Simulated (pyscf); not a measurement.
O=W(OH)(F)(F)–F -> O=W(=O)(F)–F + HF, gas phase, singlet surface. Optimised with ωB97X-D3(BJ)/def2-SVP in PySCF. ΔG in kcal/mol from ωB97M-D3(BJ)/def2-TZVP energies (ideal gas, 1 atm, RRHO with modes under 100 cm⁻¹ raised to 100, one conformer, R ln 2 for chiral ones without a mode under 150 cm⁻¹).

```
T (K)     ΔG
-----  -----
298    +14.9
600     +5.6
900        ?
1200   -11.8
```

Q: Fit a line to the three values, predict ΔG at 900 K, and estimate where the reaction turns favourable at 1 atm of each gas.

A: Least squares gives ΔG = +23.5 − 29.5 × T/1000 K, so ΔS is about +123 J/(mol K) and ΔH about +23.5 kcal/mol over this range (ΔH at 298 K: +24.3). At 900 K the line gives -3.1; the computed value is -3.2. ΔG = 0 falls near 800 K; 1 kcal/mol in the energy moves that by 34 K. This is thermodynamics alone and says nothing of the barrier. Elements past Kr carry the def2 core potentials, without spin-orbit coupling.
